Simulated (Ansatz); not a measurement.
Harmonic frequencies (cm⁻¹) at PBE0-D4/def2-TZVP from Ansatz: 125, 236, 334, 503, 566, 665, 690, 747, 833, 860, 908, 962, 1012, 1059, 1164, 1258, 1369, 1405, 1467, 1476, 1488, 1584, 3057, 3121, 3150, 3234, 3271.

(1) Which molecule is it?
A. `Cc1ccncc1`
B. `Cc1nccs1`
C. `Cc1cscn1`
D. `Cc1cncs1`

Results:

(1) C.
